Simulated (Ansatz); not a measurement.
# H3O+ (SMILES [OH3+]): functionals against CCSD(T) at one geometry

Aim: energy, forces and dipole at a structure displaced at random from a GFN2-xTB minimum, from CCSD(T) and from density functionals.

Program: Ansatz 0.2.0, Gaussian basis. Level of theory: single points in def2-TZVPP. These are calculated values, not measurements.

Cores are frozen in the correlated methods.

## Step 1: The starting structure

SMILES `[OH3+]`, 4 atoms, charge 1, spin multiplicity 1.

Atoms are counted from 1 here; the program's logs count them from 0.

Bond lengths: O1–H2 0.938 Å, O1–H3 0.975 Å, O1–H4 1.054 Å. Angles: H2–O1–H3 112.7°, H2–O1–H4 109.0°, H3–O1–H4 113.5°.

Coordinates:

```xyz
4

O     0.18480   -0.05570   -0.09920
H     0.20030    0.87640    0.00800
H    -0.43130   -0.34330   -0.79820
H    -0.00060   -0.50570    0.83610
```

## Step 2: CCSD(T)/def2-TZVPP

run/in.yaml

```yaml
crystal:
  periodic: [false, false, false]
  atoms:
    - {symbol: O, position_ang: [0.184800, -0.055700, -0.099200]}
    - {symbol: H, position_ang: [0.200300, 0.876400, 0.008000]}
    - {symbol: H, position_ang: [-0.431300, -0.343300, -0.798200]}
    - {symbol: H, position_ang: [-0.000600, -0.505700, 0.836100]}
basis:
  gaussian: {orbitals: def2-TZVPP}
total_charge: 1
correlation: {method: ccsd_t}
output: {forces: true}
```

No record of the launch command was kept for these runs.

## Step 3: PBE0-D4/def2-TZVPP

run/in.yaml, as its differences from that of step 2:

```diff
@@ -10,3 +10,3 @@
 total_charge: 1
-correlation: {method: ccsd_t}
-output: {forces: true}
+hamiltonian: {xc: pbe0, dispersion: d4}
+output: {forces: true, orbitals: {seedname: orbitals}}
```

## Step 4: wB97M-V/def2-TZVPP

run/in.yaml, as its differences from that of step 3:

```diff
@@ -10,3 +10,3 @@
 total_charge: 1
-hamiltonian: {xc: pbe0, dispersion: d4}
-output: {forces: true, orbitals: {seedname: orbitals}}
+hamiltonian: {xc: {name: wB97M-V}}
+output: {forces: true}
```

## Step 5: r2SCAN-D4/def2-TZVPP

run/in.yaml, as its differences from that of step 4:

```diff
@@ -10,3 +10,3 @@
 total_charge: 1
-hamiltonian: {xc: {name: wB97M-V}}
+hamiltonian: {xc: r2scan, dispersion: d4}
 output: {forces: true}
```

## Step 6: PBE-D4/def2-TZVPP

run/in.yaml, as its differences from that of step 5:

```diff
@@ -10,3 +10,3 @@
 total_charge: 1
-hamiltonian: {xc: r2scan, dispersion: d4}
+hamiltonian: {xc: pbe, dispersion: d4}
 output: {forces: true}
```

## Step 7: B97M-V/def2-TZVPP

run/in.yaml, as its differences from that of step 6:

```diff
@@ -10,3 +10,3 @@
 total_charge: 1
-hamiltonian: {xc: pbe, dispersion: d4}
+hamiltonian: {xc: {name: B97M-V}}
 output: {forces: true}
```

## Step 8: LC-wPBE/def2-TZVPP

run/in.yaml, as its differences from that of step 7:

```diff
@@ -10,3 +10,3 @@
 total_charge: 1
-hamiltonian: {xc: {name: B97M-V}}
+hamiltonian: {xc: {name: LC-wPBE}}
 output: {forces: true}
```

(Steps that only read results are left out.)

Q: Predict the outcome of this session. Wanted: energy less free atoms, CCSD(T)/def2-TZVPP; RMS force component; RMS force error; HOMO and LUMO, PBE0-D4; T1 diagnostic.

As calculated:

```
                                  quantity                                                                                          value
energy less free atoms, CCSD(T)/def2-TZVPP                                                                                  -345.8 kJ/mol
                       RMS force component                                                           1.486 to 1.531 eV/Å over the methods
                           RMS force error  PBE0-D4 0.046, wB97M-V 0.053, r2SCAN-D4 0.046, PBE-D4 0.258, B97M-V 0.087, LC-wPBE 0.088 eV/Å
                    HOMO and LUMO, PBE0-D4                                                                            -20.68 and -7.30 eV
                             T1 diagnostic                                                                                          0.006
```

What this shows: Against CCSD(T) the functionals' energies less atoms differ by -25.7 to +8.2 kJ/mol, PBE-D4 by -25.7 kJ/mol. The reference is not at the basis limit: in triple zeta CCSD(T) underbinds, which counts against methods that bind more; the gaps are no ranking. On forces the order runs from r2SCAN-D4 to PBE-D4. Frozen-core CCSD(T) forces in triple zeta carry basis errors of their own, and this is one geometry, so small gaps rank nothing.
